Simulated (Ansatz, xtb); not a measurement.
**Relaxing a trial structure of CH5BO+**

The starting geometry of this gas-phase doublet was built from a drawn formula by distance geometry and a force field; its bonds are those of `[BH]C[OH2+]`.

```xyz
8

C    -0.8535    1.1752   -1.0049
B    -2.2932    0.8854   -1.7214
O     0.0475    1.8324   -1.8696
H    -2.9548    1.8273   -2.1407
H    -1.0185    1.8552   -0.1465
H    -0.4093    0.2733   -0.6775
H     0.1371    1.2815   -2.6991
H    -0.3351    2.7304   -2.2266
```

Predict what it relaxes into with r2SCAN-D4/def2-SVP.

It loosens into CH3B + H2O, which stay close as a complex (formulas without charges). Distances that change by over a tenth: C1–B2 (1.63 → 1.44 Å). Contacts that open: C1–O3 (1.41 → 2.21 Å).

The energy falls by 1.23 eV over 13 steps:

```tsv
step	E − E(last) (eV)
1	1.229
2	0.737
4	0.366
5	0.231
6	0.136
8	0.007
9	0.001
10	0.000
12	0.000
13	0.000
```

Final geometry (Å):

```xyz
8

C    -1.2306    1.0881   -0.7989
B    -2.4740    1.1764   -1.5211
O     0.3686    1.9600   -2.0564
H    -3.4781    1.2670   -2.1467
H    -0.9660    1.8099   -0.0134
H    -0.6505    0.1554   -0.7585
H     0.5101    1.5067   -2.9059
H     0.2404    2.8971   -2.2855
```

From the same start GFN2-xTB reaches the same bonding as this run.

The end wasn't checked by frequencies. Open shells are spin-unrestricted. Run with Ansatz 0.2.0, 41 s on 1 thread of Intel(R) Xeon(R) 6975P-C (Granite Rapids), on a shared host.
